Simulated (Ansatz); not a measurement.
# CHBN (quartet): the correlation ladder at a displaced geometry (v2), cc-pVDZ

One table from this session's results is given with a row withheld; the runs are named, their logs left out.

The runs use Ansatz 0.2.0, Gaussian basis; cc-pVDZ, core rule «outside noble gas», up to 3 orbitals frozen.

Plan: UHF; CCSD(T) on ROHF; CCSD(T) on UHF; BCCD(T) on ROHF; CISD; CCSDT(Q) on ROHF; CCSDT(Q) on UHF.

19 further runs of the same task are left out: 7 that didn't finish, 12 set aside as unsound or not needed.

### What is computed

The geometry is a PBE0/def2-TZVP stationary point (not a proven minimum) with its atoms shifted at random (size 0.100 Å).

4 atoms, charge 0, spin multiplicity 4.

Atoms are counted from 1 here; the program's logs count them from 0.

Bond lengths: B1–N2 1.276 Å, B1–H4 1.194 Å, N2–C3 1.264 Å. Angles: N2–B1–H4 171.6°, B1–N2–C3 168.9°.

The first run:

Contents of in.yaml:

```yaml
crystal:
  periodic: [false, false, false]
  atoms:
    - {symbol: B, position_ang: [0.064568, 0.023749, 0.650441]}
    - {symbol: N, position_ang: [-0.100306, 0.032123, -0.615265]}
    - {symbol: C, position_ang: [-0.023685, -0.000301, -1.876545]}
    - {symbol: H, position_ang: [0.059423, -0.055571, 1.841369]}
basis:
  gaussian: {orbitals: cc-pVDZ}
magnetization: {spin_polarized: true, initial_magnetization: 3}
hamiltonian: {xc: hf}
output: {orbitals: {seedname: orbitals}}
```

The run is started by

```console
$ ansatz run in.yaml --threads 1 --pin off --events-out ev --progress --plain --max-ram 2393MiB
```

Among the steps run: UHF; CCSD(T) on ROHF; CCSD(T) on UHF; BCCD(T) on ROHF; CISD; CCSDT(Q) on ROHF; CCSDT(Q) on UHF.

One of the session's tables, all rows but one given; the rest of the session is left out.

```
   method  from UCCSDT(Q) (kJ/mol)
     ROHF                   +904.6
      UHF                   +855.0
     RMP2                   +105.4
     UMP2                   +116.5
     CISD                   +120.1
    RCCSD                    +39.8
    UCCSD                    +38.0
 RCCSD(T)                     +5.8
 UCCSD(T)                     +6.9
  BCCD(T)                        ?
   RCCSDT                     +3.2
   UCCSDT                     +3.1
RCCSDT(Q)                     +0.4
UCCSDT(Q)                        0
```

**Question.** Estimate the row for BCCD(T).

As computed: from UCCSDT(Q) (kJ/mol): +6.3. In the column «from UCCSDT(Q) (kJ/mol)» it lies between RCCSD(T) (+5.8) and UCCSD(T) (+6.9).

To keep in mind: Restricted and unrestricted rows rest on different reference determinants; where their highest levels disagree by more than a few hundredths of an eV, they describe different states and don't form one ladder.
